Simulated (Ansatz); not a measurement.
## Relaxing Zr4ZnPd

Level of theory: Ansatz, DFT PBE, scalar-relativistic, plane waves, PAW. Cutoff 420 eV, Γ-centred k mesh, Gaussian smearing, no spin polarisation in the final step.

The start puts Zr4ZnPd on the sites of a reported MgInCu4 cell (F-43m, No. 216), with Pd in place of Mg, Zn in place of In, Zr in place of Cu, at a guessed volume.

```
Zr Zn Pd
1.0
     0.00000    3.53187    3.53187
     3.53187    0.00000    3.53187
     3.53187    3.53187    0.00000
Zr Zn Pd
4 1 1
Direct
  0.37500 0.87500 0.37500
  0.37500 0.37500 0.87500
  0.37500 0.37500 0.37500
  0.87500 0.37500 0.37500
  0.75000 0.75000 0.75000
  0.00000 0.00000 0.00000
```

Steps on the 4×4×4 mesh (6 atoms). 8 of 8 steps are shown, and the free energy counts from the last. Trial steps that were taken back and renewals of the plane-wave basis can be among the rows.

```tsv
step	ΔF (meV/atom)	V (Å³/atom)	P (GPa)	largest force component (eV/Å)
1	881.7	14.69	62.68	0.033
2	278.2	16.94	27.14	0.000
3	45.3	19.18	8.12	0.006
4	11.6	20.32	1.70	0.006
5	9.9	20.65	0.13	0.002
6	0.7	20.65	0.94	0.002
7	0.0	20.85	0.13	0.000
8	0.0	20.85	0.12	0.000
```

A final relaxation ran on a 8×8×8 mesh. The relaxed crystal, F-43m (No. 216):

```
Zr Zn Pd
1.0
     0.00000    3.97658    3.97658
     3.97658    0.00000    3.97658
     3.97658    3.97658    0.00000
Zr Zn Pd
4 1 1
Cartesian
  4.9695 4.9695 2.9837
  4.9695 2.9837 4.9695
  2.9837 4.9695 4.9695
  2.9837 2.9837 2.9837
  5.9649 5.9649 5.9649
  0.0000 0.0000 0.0000
```

```json
{"Volume per atom": "20.96 Å³", "Density": "7.09 g/cm³", "Energy over the elements": "0.27 eV/atom", "Gap on the 8×8×8 mesh": "0 eV (a metal)"}
```

Formation energies are uncorrected and refer to the elements' standard structures at the same level.

The final run used a 8×8×8 mesh on its 6-atom cell and 0.10 eV smearing. For metals, differences of a few meV/atom aren't resolved.

Symmetry constrained the relaxation, so the result can be a saddle point.

Cost: 3 runs of about 1.9 core-minutes in all, on Arm Neoverse V1 (shared hosts).